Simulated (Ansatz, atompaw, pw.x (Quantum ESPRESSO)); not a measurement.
pw.x on fcc Cu: one setting changed

Potential: PAW, atompaw 4.2.0.5, PBEsol; core [Ar], reference 3d10 4s1 4p0; waves: 4s (bound): rc 2.65 bohr; 4s channel at 0.2 Ry: rc 2.65 bohr; 4p (bound, empty): rc 2.65 bohr; 4p channel at 0.25 Ry: rc 2.65 bohr; 3d (bound): rc 1.35 bohr; 3d channel at 0.1 Ry: rc 1.35 bohr; local part: bessel scheme, radius 2.25 bohr; core correction: smooth core density matched at 1.45 bohr; augmentation: besselshape compensation charge, radius 1.90 bohr; PAW radius 2.65 bohr; waves and projectors: custom rrkj vanderbiltortho.

The reference run (k-mesh 16³, cutoffs 135/900 Ry, Fermi–Dirac 0.01 Ry, mixing_beta 0.4, conv_thr 1e-9, no spin) gives 1.08 GPa at 11.357 Å³/atom, where all-electron LAPW gives -0.53 GPa. This run, with its own iteration cap, changes mixing_ndim to 4.

```
&control
  calculation='scf', prefix='x', pseudo_dir='./', outdir='./tmp', tstress=.true., disk_io='none'
/
&system
  ibrav=0, nat=1, ntyp=1, ecutwfc=135, ecutrho=900, nbnd=13,
  occupations='smearing', smearing='fd', degauss=0.01
/
&electrons
  conv_thr=1e-09, mixing_beta=0.4, electron_maxstep=60, mixing_ndim=4
/
ATOMIC_SPECIES
Cu 1.0 Cu.UPF
CELL_PARAMETERS angstrom
  0.00000000 1.78406721 1.78406721
  1.78406721 0.00000000 1.78406721
  1.78406721 1.78406721 0.00000000
ATOMIC_POSITIONS crystal
Cu 0.0000 0.0000 0.0000
K_POINTS automatic
16 16 16 0 0 0
```

```bash
pw.x < Cu.scf.in > Cu.scf.out
```

Q: How does the run end?

A: It converges in 8 iterations; the free energy moves by +0.0 meV/atom and the pressure by -0.06 GPa.

```
Message from routine setup:
     using ibrav=0 with symmetry is DISCOURAGED, use correct ibrav instead
     lattice parameter (alat)  =       4.7679  a.u.
     unit-cell volume          =      76.6408 (a.u.)^3
     number of electrons       =        11.00
     number of Kohn-Sham states=           13
     kinetic-energy cutoff     =     135.0000  Ry
     charge density cutoff     =     900.0000  Ry
     scf convergence threshold =      1.0E-09
     Exchange-correlation= SLA PW PSX PSC
     number of k points=   145  Fermi-Dirac smearing, width (Ry)=  0.0100
     iteration #  1     ecut=   135.00 Ry     beta= 0.40
     total energy              =    -210.40739151 Ry
     estimated scf accuracy    <       0.32477791 Ry
     iteration #  2     ecut=   135.00 Ry     beta= 0.40
     total energy              =    -210.50812583 Ry
     estimated scf accuracy    <       0.08714479 Ry
     iteration #  3     ecut=   135.00 Ry     beta= 0.40
     total energy              =    -210.54163911 Ry
     estimated scf accuracy    <       0.00374377 Ry
     [... 2 iterations left out ...]
     iteration #  6     ecut=   135.00 Ry     beta= 0.40
     total energy              =    -210.54149320 Ry
     estimated scf accuracy    <       0.00000003 Ry
     iteration #  7     ecut=   135.00 Ry     beta= 0.40
     total energy              =    -210.54149322 Ry
     estimated scf accuracy    <          1.1E-09 Ry
     iteration #  8     ecut=   135.00 Ry     beta= 0.40
     the Fermi energy is    14.7850 ev
!    total energy              =    -210.54149322 Ry
     estimated scf accuracy    <          7.3E-12 Ry
     smearing contrib. (-TS)   =      -0.00136297 Ry
     The total energy is F=E-TS. E is the sum of the following terms:
     one-electron contribution =     -27.98569457 Ry
     hartree contribution      =      18.52980587 Ry
     xc contribution           =     -18.22310383 Ry
     ewald contribution        =     -82.27569731 Ry
     one-center paw contrib.   =    -100.58544040 Ry
     convergence has been achieved in   8 iterations
          total   stress  (Ry/bohr**3)                   (kbar)     P=       10.24
     Message from routine punch:
     Nothing written, as per user request (disk_io='none')
```

The run took about 27 s on one core of a shared host (Intel(R) Xeon(R) 6975P-C, 192 threads, 1512 GiB, load 76).
